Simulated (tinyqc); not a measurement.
MP2 on RHF in the sto-3g basis, frozen core, for CH3+, spin multiplicity 1, step by step (part 1 of 2). Computed by tinyqc, a small Python program that keeps every step (integrals from PySCF). Settings: charge = 1, multiplicity = 1, basis = sto-3g, method = RHF, frozen orbitals = 1, energy threshold = 1e-10, iteration cap = 70, orthogonalisation = symmetric, start = core, DIIS depth = 6. Command: `OMP_NUM_THREADS=1 python tinyqc.py 20224 20225 out.jsonl` (the two numbers bound the seeds that draw the settings). One thread of a shared host (Intel(R) Xeon(R) Processor @ 2.60GHz), about 0.1 s of CPU time with the checks. The early iterations of the SCF are left out here.

## One-electron integrals

Geometry (angstrom):
```
atom          x          y         z
C      0.000000   0.000000  0.112000
H      1.078000   0.000000  0.000000
H     -0.539000   0.934000  0.000000
H     -0.539000  -0.934000  0.000000
```

Basis sto-3g: exponents (1/bohr^2) and contraction coefficients of normalised primitives:
```
element  l (shell)   exponent  coefficient
C            s (1)  71.616837     0.154329
C            s (1)  13.045096     0.535328
C            s (1)   3.530512     0.444635
C            s (2)   2.941249    -0.099967
C            s (2)   0.683483     0.399513
C            s (2)   0.222290     0.700115
C            p (3)   2.941249     0.155916
C            p (3)   0.683483     0.607684
C            p (3)   0.222290     0.391957
H            s (1)   3.425251     0.154329
H            s (1)   0.623914     0.535328
H            s (1)   0.168855     0.444635
```

Overlap, kinetic and nuclear-attraction integrals over the contracted functions; the nuclear repulsion is the sum of Za Zb / Rab.

nuclear repulsion = 9.63674899 hartree

overlap S, lower triangle:
```
           1C 1s     1C 2s     1C 2px     1C 2py     1C 2pz     2H 1s     3H 1s     4H 1s
1C 1s   1.000000
1C 2s   0.248362  1.000000
1C 2px  0.000000  0.000000   1.000000
1C 2py  0.000000  0.000000   0.000000   1.000000
1C 2pz  0.000000  0.000000   0.000000   0.000000   1.000000
2H 1s   0.063183  0.494326   0.466881   0.000000  -0.048507  1.000000
3H 1s   0.063129  0.494115  -0.233300   0.404271  -0.048478  0.147636  1.000000
4H 1s   0.063129  0.494115  -0.233300  -0.404271  -0.048478  0.147636  0.147487  1.000000
```

kinetic energy T (hartree), lower triangle:
```
            1C 1s     1C 2s     1C 2px     1C 2py     1C 2pz      2H 1s      3H 1s     4H 1s
1C 1s   15.891122
1C 2s   -0.085890  0.472250
1C 2px   0.000000  0.000000   1.477728
1C 2py   0.000000  0.000000   0.000000   1.477728
1C 2pz   0.000000  0.000000   0.000000   0.000000   1.477728
2H 1s   -0.010300  0.108896   0.263584   0.000000  -0.027385   0.760032
3H 1s   -0.010313  0.108775  -0.131635   0.228102  -0.027353  -0.007889   0.760032
4H 1s   -0.010313  0.108775  -0.131635  -0.228102  -0.027353  -0.007889  -0.007903  0.760032
```

nuclear attraction V (hartree), lower triangle:
```
             1C 1s      1C 2s     1C 2px     1C 2py     1C 2pz      2H 1s      3H 1s      4H 1s
1C 1s   -35.117191
1C 2s    -4.555943  -6.611908
1C 2px   -0.000017  -0.000142  -6.632387
1C 2py    0.000000   0.000000   0.000000  -6.632394
1C 2pz    0.005307   0.054047   0.000017   0.000000  -6.445703
2H 1s    -1.180624  -2.784844  -2.438123   0.000000   0.266537  -4.657777
3H 1s    -1.179593  -2.783293   1.218093  -2.110833   0.266337  -0.764521  -4.656808
4H 1s    -1.179593  -2.783293   1.218093   2.110833   0.266337  -0.764521  -0.763732  -4.656808
```

core Hamiltonian H = T + V (hartree), lower triangle:
```
             1C 1s      1C 2s     1C 2px     1C 2py     1C 2pz      2H 1s      3H 1s      4H 1s
1C 1s   -19.226069
1C 2s    -4.641833  -6.139658
1C 2px   -0.000017  -0.000142  -5.154659
1C 2py    0.000000   0.000000   0.000000  -5.154666
1C 2pz    0.005307   0.054047   0.000017   0.000000  -4.967975
2H 1s    -1.190924  -2.675948  -2.174539   0.000000   0.239152  -3.897745
3H 1s    -1.189907  -2.674518   1.086458  -1.882731   0.238985  -0.772410  -3.896776
4H 1s    -1.189907  -2.674518   1.086458   1.882731   0.238985  -0.772410  -0.771636  -3.896776
```

## Two-electron integrals

Functions are numbered as in S; the eight-fold symmetry (ij|kl) = (ji|kl) = (kl|ij) leaves the list below.

Two-electron integrals (ij|kl) in chemists' order, unique and non-zero (hartree):
```
(11|11) 3.541948    (21|11) 0.576921    (21|21) 0.111888    (22|11) 0.854682
(22|21) 0.205284    (22|22) 0.624709    (31|31) 0.020296    (32|31) 0.030858
(32|32) 0.137996    (33|11) 0.852436    (33|21) 0.205335    (33|22) 0.624568
(33|33) 0.672833    (41|41) 0.020296    (42|41) 0.030858    (42|42) 0.137996
(43|43) 0.036269    (44|11) 0.852436    (44|21) 0.205335    (44|22) 0.624568
(44|33) 0.600295    (44|44) 0.672833    (51|51) 0.020296    (52|51) 0.030858
(52|52) 0.137996    (53|53) 0.036269    (54|54) 0.036269    (55|11) 0.852436
(55|21) 0.205335    (55|22) 0.624568    (55|33) 0.600295    (55|44) 0.600295
(55|55) 0.672833    (61|11) 0.148029    (61|21) 0.028517    (61|22) 0.052160
(61|31) 0.001748    (61|32) 0.003234    (61|33) 0.052529    (61|44) 0.051981
(61|51) -0.000182   (61|52) -0.000336   (61|53) -0.000057   (61|55) 0.051987
(61|61) 0.007434    (62|11) 0.335785    (62|21) 0.081634    (62|22) 0.271067
(62|31) 0.007728    (62|32) 0.051937    (62|33) 0.283238    (62|44) 0.264759
(62|51) -0.000803   (62|52) -0.005396   (62|53) -0.001920   (62|55) 0.264958
(62|61) 0.021672    (62|62) 0.150850    (63|11) 0.277208    (63|21) 0.068298
(63|22) 0.240486    (63|31) 0.014206    (63|32) 0.087290    (63|33) 0.264431
(63|44) 0.228303    (63|51) -0.000589   (63|52) -0.004469   (63|53) -0.002681
(63|55) 0.228470    (63|61) 0.019038    (63|62) 0.159138    (63|63) 0.184039
(64|41) 0.008539    (64|42) 0.044272    (64|43) 0.010325    (64|54) -0.001073
(64|64) 0.019183    (65|11) -0.028801   (65|21) -0.007096   (65|22) -0.024986
(65|31) -0.000589   (65|32) -0.004469   (65|33) -0.025328   (65|44) -0.023720
(65|51) 0.008600    (65|52) 0.044736    (65|53) 0.010492    (65|55) -0.025883
(65|61) -0.001978   (65|62) -0.016534   (65|63) -0.017128   (65|65) 0.020962
(66|11) 0.476715    (66|21) 0.117893    (66|22) 0.443068    (66|31) 0.014612
(66|32) 0.129614    (66|33) 0.489147    (66|44) 0.419406    (66|51) -0.001518
(66|52) -0.013466   (66|53) -0.007246   (66|55) 0.420159    (66|61) 0.031824
(66|62) 0.305508    (66|63) 0.356879    (66|65) -0.037078   (66|66) 0.774606
(71|11) 0.147900    (71|21) 0.028492    (71|22) 0.052115    (71|31) -0.000873
(71|32) -0.001615   (71|33) 0.052073    (71|41) 0.001512    (71|42) 0.002798
(71|43) -0.000237   (71|44) 0.052347    (71|51) -0.000181   (71|52) -0.000336
(71|53) 0.000028    (71|54) -0.000049   (71|55) 0.051942    (71|61) 0.007186
(71|62) 0.020310    (71|63) 0.016573    (71|64) 0.000741    (71|65) -0.001855
(71|66) 0.029134    (71|71) 0.007422    (72|11) 0.335594    (72|21) 0.081588
(72|22) 0.270927    (72|31) -0.003861   (72|32) -0.025949   (72|33) 0.269236
(72|41) 0.006690    (72|42) 0.044965    (72|43) -0.007997   (72|44) 0.278479
(72|51) -0.000802   (72|52) -0.005392   (72|53) 0.000959    (72|54) -0.001662
(72|55) 0.264821    (72|61) 0.020316    (72|62) 0.109651    (72|63) 0.090089
(72|64) 0.012926    (72|65) -0.011685   (72|66) 0.174969    (72|71) 0.021642
(72|72) 0.150712    (73|11) -0.138499   (73|21) -0.034123   (73|22) -0.120157
(73|31) 0.009948    (73|32) 0.054988    (73|33) -0.126319   (73|41) -0.002452
(73|42) -0.018618   (73|43) 0.012287    (73|44) -0.119873   (73|51) 0.000294
(73|52) 0.002233    (73|53) -0.001473   (73|54) 0.000696    (73|55) -0.114154
(73|61) -0.007646   (73|62) -0.033844   (73|63) -0.015753   (73|64) -0.002974
(73|65) 0.003531    (73|66) -0.042704   (73|71) -0.009503   (73|72) -0.079480
(73|73) 0.060321    (74|11) 0.239996    (74|21) 0.059130    (74|22) 0.208213
(74|31) -0.002452   (74|32) -0.018618   (74|33) 0.201014    (74|41) 0.012783
(74|42) 0.076505    (74|43) -0.010960   (74|44) 0.225597    (74|51) -0.000510
(74|52) -0.003869   (74|53) 0.000696    (74|54) -0.002277   (74|55) 0.197810
(74|61) 0.014731    (74|62) 0.084502    (74|63) 0.068912    (74|64) 0.022303
(74|65) -0.008819   (74|66) 0.134994    (74|71) 0.016468    (74|72) 0.137726
(74|73) -0.071323   (74|74) 0.142753    (75|11) -0.028779   (75|21) -0.007090
(75|22) -0.024968   (75|31) 0.000294    (75|32) 0.002233    (75|33) -0.024104
(75|41) -0.000510   (75|42) -0.003869   (75|43) 0.000696    (75|44) -0.024909
(75|51) 0.008594    (75|52) 0.044708    (75|53) -0.005242   (75|54) 0.009083
(75|55) -0.025864   (75|61) -0.001855   (75|62) -0.011683   (75|63) -0.009400
(75|64) -0.001350   (75|65) 0.014299    (75|66) -0.019845   (75|71) -0.001975
(75|72) -0.016515   (75|73) 0.008553    (75|74) -0.014820   (75|75) 0.020939
(76|11) 0.090773    (76|21) 0.022126    (76|22) 0.075781    (76|31) 0.000875
(76|32) 0.006207    (76|33) 0.076420    (76|41) 0.001515    (76|42) 0.010752
(76|43) 0.000394    (76|44) 0.076876    (76|51) -0.000363   (76|52) -0.002579
(76|53) -0.000340   (76|54) -0.000588   (76|55) 0.073974    (76|61) 0.005730
(76|62) 0.037856    (76|63) 0.036912    (76|64) 0.004033    (76|65) -0.004560
(76|66) 0.071606    (76|71) 0.005725    (76|72) 0.037841    (76|73) -0.014955
(76|74) 0.033978    (76|75) -0.004558   (76|76) 0.011495    (77|11) 0.476571
(77|21) 0.117859    (77|22) 0.442968    (77|31) -0.007300   (77|32) -0.064768
(77|33) 0.436731    (77|41) 0.012650    (77|42) 0.112233    (77|43) -0.030185
(77|44) 0.471618    (77|51) -0.001517   (77|52) -0.013458   (77|53) 0.003620
(77|54) -0.006272   (77|55) 0.420064    (77|61) 0.029151    (77|62) 0.175022
(77|63) 0.138284    (77|64) 0.030498    (77|65) -0.019853   (77|66) 0.281824
(77|71) 0.031788    (77|72) 0.305347    (77|73) -0.178307   (77|74) 0.308978
(77|75) -0.037051   (77|76) 0.071606    (77|77) 0.774606    (81|11) 0.147900
(81|21) 0.028492    (81|22) 0.052115    (81|31) -0.000873   (81|32) -0.001615
(81|33) 0.052073    (81|41) -0.001512   (81|42) -0.002798   (81|43) 0.000237
(81|44) 0.052347    (81|51) -0.000181   (81|52) -0.000336   (81|53) 0.000028
(81|54) 0.000049    (81|55) 0.051942    (81|61) 0.007186    (81|62) 0.020310
(81|63) 0.016573    (81|64) -0.000741   (81|65) -0.001855   (81|66) 0.029134
(81|71) 0.007180    (81|72) 0.020298    (81|73) -0.008921   (81|74) 0.013978
(81|75) -0.001854   (81|76) 0.005436    (81|77) 0.029125    (81|81) 0.007422
(82|11) 0.335594    (82|21) 0.081588    (82|22) 0.270927    (82|31) -0.003861
(82|32) -0.025949   (82|33) 0.269236    (82|41) -0.006690   (82|42) -0.044965
(82|43) 0.007997    (82|44) 0.278479    (82|51) -0.000802   (82|52) -0.005392
(82|53) 0.000959    (82|54) 0.001662    (82|55) 0.264821    (82|61) 0.020316
(82|62) 0.109651    (82|63) 0.090089    (82|64) -0.012926   (82|65) -0.011685
(82|66) 0.174969    (82|71) 0.020298    (82|72) 0.109586    (82|73) -0.056191
(82|74) 0.071536    (82|75) -0.011676   (82|76) 0.029229    (82|77) 0.174913
(82|81) 0.021642    (82|82) 0.150712    (83|11) -0.138499   (83|21) -0.034123
(83|22) -0.120157   (83|31) 0.009948    (83|32) 0.054988    (83|33) -0.126319
(83|41) 0.002452    (83|42) 0.018618    (83|43) -0.012287   (83|44) -0.119873
(83|51) 0.000294    (83|52) 0.002233    (83|53) -0.001473   (83|54) -0.000696
(83|55) -0.114154   (83|61) -0.007646   (83|62) -0.033844   (83|63) -0.015753
(83|64) 0.002974    (83|65) 0.003531    (83|66) -0.042704   (83|71) -0.008921
(83|72) -0.056191   (83|73) 0.041289    (83|74) -0.035916   (83|75) 0.005864
(83|76) -0.011426   (83|77) -0.095466   (83|81) -0.009503   (83|82) -0.079480
(83|83) 0.060321    (84|11) -0.239996   (84|21) -0.059130   (84|22) -0.208213
(84|31) 0.002452    (84|32) 0.018618    (84|33) -0.201014   (84|41) 0.012783
(84|42) 0.076505    (84|43) -0.010960   (84|44) -0.225597   (84|51) 0.000510
(84|52) 0.003869    (84|53) -0.000696   (84|54) -0.002277   (84|55) -0.197810
(84|61) -0.014731   (84|62) -0.084502   (84|63) -0.068912   (84|64) 0.022303
(84|65) 0.008819    (84|66) -0.134994   (84|71) -0.013978   (84|72) -0.071536
(84|73) 0.035916    (84|74) -0.034800   (84|75) 0.007463    (84|76) -0.019801
(84|77) -0.104482   (84|81) -0.016468   (84|82) -0.137726   (84|83) 0.071323
(84|84) 0.142753    (85|11) -0.028779   (85|21) -0.007090   (85|22) -0.024968
(85|31) 0.000294    (85|32) 0.002233    (85|33) -0.024104   (85|41) 0.000510
(85|42) 0.003869    (85|43) -0.000696   (85|44) -0.024909   (85|51) 0.008594
(85|52) 0.044708    (85|53) -0.005242   (85|54) -0.009083   (85|55) -0.025864
(85|61) -0.001855   (85|62) -0.011683   (85|63) -0.009400   (85|64) 0.001350
(85|65) 0.014299    (85|66) -0.019845   (85|71) -0.001854   (85|72) -0.011676
(85|73) 0.005864    (85|74) -0.007463   (85|75) 0.014289    (85|76) -0.003419
(85|77) -0.019837   (85|81) -0.001975   (85|82) -0.016515   (85|83) 0.008553
(85|84) 0.014820    (85|85) 0.020939    (86|11) 0.090773    (86|21) 0.022126
(86|22) 0.075781    (86|31) 0.000875    (86|32) 0.006207    (86|33) 0.076420
(86|41) -0.001515   (86|42) -0.010752   (86|43) -0.000394   (86|44) 0.076876
(86|51) -0.000363   (86|52) -0.002579   (86|53) -0.000340   (86|54) 0.000588
(86|55) 0.073974    (86|61) 0.005730    (86|62) 0.037856    (86|63) 0.036912
(86|64) -0.004033   (86|65) -0.004560   (86|66) 0.071606    (86|71) 0.005436
(86|72) 0.029229    (86|73) -0.011426   (86|74) 0.019801    (86|75) -0.003419
(86|76) 0.009250    (86|77) 0.045976    (86|81) 0.005725    (86|82) 0.037841
(86|83) -0.014955   (86|84) -0.033978   (86|85) -0.004558   (86|86) 0.011495
(87|11) 0.090682    (87|21) 0.022103    (87|22) 0.075704    (87|31) -0.001747
(87|32) -0.012397   (87|33) 0.077023    (87|44) 0.076118    (87|51) -0.000363
(87|52) -0.002576   (87|53) 0.000678    (87|55) 0.073899    (87|61) 0.005435
(87|62) 0.029217    (87|63) 0.022848    (87|65) -0.003418   (87|66) 0.045942
(87|71) 0.005719    (87|72) 0.037799    (87|73) -0.021910   (87|74) 0.029914
(87|75) -0.004553   (87|76) 0.009242    (87|77) 0.071522    (87|81) 0.005719
(87|82) 0.037799    (87|83) -0.021910   (87|84) -0.029914   (87|85) -0.004553
(87|86) 0.009242    (87|87) 0.011470    (88|11) 0.476571    (88|21) 0.117859
(88|22) 0.442968    (88|31) -0.007300   (88|32) -0.064768   (88|33) 0.436731
(88|41) -0.012650   (88|42) -0.112233   (88|43) 0.030185    (88|44) 0.471618
(88|51) -0.001517   (88|52) -0.013458   (88|53) 0.003620    (88|54) 0.006272
(88|55) 0.420064    (88|61) 0.029151    (88|62) 0.175022    (88|63) 0.138284
(88|64) -0.030498   (88|65) -0.019853   (88|66) 0.281824    (88|71) 0.029125
(88|72) 0.174913    (88|73) -0.095466   (88|74) 0.104482    (88|75) -0.019837
(88|76) 0.045976    (88|77) 0.281732    (88|81) 0.031788    (88|82) 0.305347
(88|83) -0.178307   (88|84) -0.308978   (88|85) -0.037051   (88|86) 0.071606
(88|87) 0.071522    (88|88) 0.774606
```

## Orthogonalisation

S = U s U^T; symmetric (Loewdin) form X = U s^(-1/2) U^T, so that X^T S X = 1.

eigenvalues of S: 0.255194  0.349714  0.349795  0.952918  1.011535  1.502601  1.502718  2.075525

X, lower triangle:
```
            1C 1s      1C 2s     1C 2px     1C 2py    1C 2pz      2H 1s      3H 1s     4H 1s
1C 1s    1.028489
1C 2s   -0.167848   1.449765
1C 2px  -0.000011   0.000200   1.197338
1C 2py   0.000000   0.000000   0.000000   1.197311
1C 2pz   0.003693  -0.040862  -0.000022   0.000000  1.003924
2H 1s    0.025828  -0.350405  -0.354469   0.000000  0.033766   1.276498
3H 1s    0.025822  -0.350103   0.177071  -0.306833  0.033730  -0.033058   1.276190
4H 1s    0.025822  -0.350103   0.177071   0.306833  0.033730  -0.033058  -0.033060  1.276190
```

## Starting guess

The start is the orbitals of the core Hamiltonian; D = 2 C_occ C_occ^T.

D at the start, lower triangle:
```
            1C 1s      1C 2s     1C 2px     1C 2py    1C 2pz      2H 1s      3H 1s     4H 1s
1C 1s    2.156782
1C 2s   -0.698308   3.064826
1C 2px  -0.000067   0.000495   2.599785
1C 2py   0.000000   0.000000   0.000000   2.599849
1C 2pz   0.087642  -0.401856  -0.000047   0.000000  0.052699
2H 1s    0.093057  -0.382439  -0.525319   0.000000  0.050130   0.153862
3H 1s    0.093003  -0.382157   0.262413  -0.454850  0.050098  -0.005326   0.153746
4H 1s    0.093003  -0.382157   0.262413   0.454850  0.050098  -0.005326  -0.005408  0.153746
```

## Iteration 8 (converged): orbitals

converged F (hartree), lower triangle:
```
             1C 1s      1C 2s     1C 2px     1C 2py     1C 2pz      2H 1s      3H 1s      4H 1s
1C 1s   -11.595340
1C 2s    -3.103006  -1.961235
1C 2px   -0.000010  -0.000122  -0.798504
1C 2py    0.000000   0.000000   0.000000  -0.798481
1C 2pz   -0.001425   0.045160   0.000034   0.000000  -0.249436
2H 1s    -0.802618  -0.935076  -0.630317   0.000000   0.057670  -0.829808
3H 1s    -0.801939  -0.934611   0.314961  -0.545790   0.057623  -0.287574  -0.829406
4H 1s    -0.801939  -0.934611   0.314961   0.545790   0.057623  -0.287574  -0.287292  -0.829406
```

Diagonalise F' = X^T F X, C = X C', fill 4 alpha and 4 beta electrons from the bottom; D = 2 C_occ C_occ^T. Each column has its largest component positive (the first on a tie).

F' = X^T F X (hartree), lower triangle:
```
            1          2          3          4          5          6          7          8
1  -11.355699
2   -1.589535  -0.891608
3    0.000003   0.000106  -0.444699
4    0.000000   0.000000   0.000000  -0.444704
5    0.000760  -0.010058   0.000004   0.000000  -0.243559
6   -0.120975  -0.458441  -0.516546   0.000000   0.040271  -0.267220
7   -0.120752  -0.458159   0.258119  -0.447217   0.040228  -0.064730  -0.267301
8   -0.120752  -0.458159   0.258119   0.447217   0.040228  -0.064730  -0.064716  -0.267301
```

orbital energies (hartree): MO1 -11.601219, MO2 -1.288577, MO3 -0.967605, MO4 -0.967586, MO5 -0.249496, MO6 0.251700, MO7 0.320298, MO8 0.320394

coefficients C:
```
              MO1        MO2        MO3        MO4        MO5        MO6        MO7        MO8
1C 1s    0.992905  -0.234078   0.000073   0.000000  -0.030648  -0.215368   0.000000  -0.000799
1C 2s    0.032307   0.726781  -0.000320   0.000000   0.153939   1.395209   0.000000   0.005482
1C 2px   0.000005   0.000200   0.646287   0.000000   0.000021  -0.003729   0.000000   1.097394
1C 2py   0.000000   0.000000   0.000000   0.646292   0.000000   0.000000   1.097339   0.000000
1C 2pz  -0.000850  -0.029385  -0.000018   0.000000   0.987664  -0.191358   0.000000  -0.000726
2H 1s   -0.006343   0.180482   0.408066   0.000000  -0.051608  -0.756199   0.000000  -1.052730
3H 1s   -0.006339   0.180310  -0.204119   0.353410  -0.051648  -0.761678  -0.909019   0.521988
4H 1s   -0.006339   0.180310  -0.204119  -0.353410  -0.051648  -0.761678   0.909019   0.521988
```

D after iteration 8, lower triangle:
```
            1C 1s      1C 2s     1C 2px     1C 2py     1C 2pz      2H 1s      3H 1s     4H 1s
1C 1s    2.081305
1C 2s   -0.276093   1.058508
1C 2px   0.000011  -0.000122   0.835373
1C 2py   0.000000   0.000000   0.000000   0.835387
1C 2pz   0.012069  -0.042769  -0.000035   0.000000   0.001728
2H 1s   -0.097030   0.261670   0.527527   0.000000  -0.010611   0.398263
3H 1s   -0.097031   0.261812  -0.263767   0.456812  -0.010579  -0.101422   0.398230
4H 1s   -0.097031   0.261812  -0.263767  -0.456812  -0.010579  -0.101422  -0.101364  0.398230
```

Within a degenerate level the vectors are fixed only up to a rotation; this is one choice.

## Convergence

Stop when the energy changes by less than 1e-10 hartree and every element of the error matrix X^T (F D S - S D F) X is below 3e-06.

Course of the cycle:
```
iteration   E (hartree)     change  largest element of the error matrix
1          -36.87936902          -                             7.52e-01
2          -38.76773918  -1.89e+00                             7.38e-02
3          -38.77151767  -3.78e-03                             9.57e-03
4          -38.77163866  -1.21e-04                             1.46e-03
5          -38.77164169  -3.03e-06                             4.56e-05
6          -38.77164170  -4.02e-09                             1.06e-05
7          -38.77164170  -1.25e-10                             7.90e-07
8          -38.77164170  -1.46e-12                             4.29e-07
```

PySCF RHF in the same basis = -38.77164170 hartree

Converged in 8 iterations.

## Populations, bond orders and dipole

Mulliken: Z minus the diagonal of D S on the atom; Loewdin: the same with S^(1/2) D S^(1/2); Mayer order: 2 sum_s sum (D(s) S)_ij (D(s) S)_ji over the two atoms.

Charges (e):
```
atom  Mulliken   Loewdin
1C    0.214884  0.451524
2H    0.261658  0.182748
3H    0.261729  0.182864
4H    0.261729  0.182864
```

Mayer bond orders:
```
pair     order
2-1   0.925047
3-1   0.925006
3-2   0.003244
4-1   0.925006
4-2   0.003244
4-3   0.003248
```

dipole moment about the origin, x y z (debye): -0.000342  0.000000  0.378886
